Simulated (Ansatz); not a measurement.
The cluster MgCl₂⁺ (the lowest doublet isomer of a short search) was relaxed with r2SCAN-D4 (def2-TZVP) in Ansatz in these states: charge +1 doublet, charge +1 quartet. The geometries follow in no particular order.

A:

| atom | x (Å) | y (Å) | z (Å) |
| --- | --- | --- | --- |
| Mg1 | 0.4727 | 0.6390 | 0.8077 |
| Cl2 | 0.3598 | -1.4951 | 0.1773 |
| Cl3 | -0.8325 | 0.8561 | -0.9851 |

B:

```xyz
3

Mg    0.7713   -1.2573    0.7198
Cl    0.3098    0.4903   -1.3466
Cl   -1.0810    0.7670    0.6268
```

Q: Judge from the bond lengths which geometry belongs to which state (an estimate).

A: A is the charge +1 doublet (Mg1–Cl2 2.228 Å, Mg1–Cl3 2.228 Å); B is the charge +1 quartet (Mg1–Cl2 2.745 Å, Mg1–Cl3 2.745 Å).

In the quartet, Cl2 and Cl3 lie 2.43 Å apart (atoms count from 1), so these atoms are partly bonded to each other.
